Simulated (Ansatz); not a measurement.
Take CdTe in the zinc blende structure (space group F-43m, No. 216) as the base.

```yaml
crystal:
  lattice:
    - [0.00000, 3.24476, 3.24476]
    - [3.24476, 0.00000, 3.24476]
    - [3.24476, 3.24476, 0.00000]
  atoms:
    - { symbol: Te, position: [0.75000, 0.75000, 0.75000] }
    - { symbol: Cd, position: [0.00000, 0.00000, 0.00000] }
```

Level of theory: Ansatz (a program for electronic structure), PBEsol, PAW, cutoff 420 eV, no SOC, earlier PAW set.

Now apply this change: every Te is replaced by S; the structure is relaxed again.

Measured lattice parameter a: CdTe 6.48 Å (room temperature; as listed in M J Lucero, T M Henderson, G E Scuseria, Journal of Physics Condensed Matter (2012)); CdS 5.832 Å (room temperature; as listed in arXiv:1206.3780).

Task: How well does PBEsol reproduce the measured shift?

Result: With PBEsol the lattice parameter a moves by -0.665 Å (6.490 → 5.825) against -0.648 Å measured.

Stability against distortions was not tested.
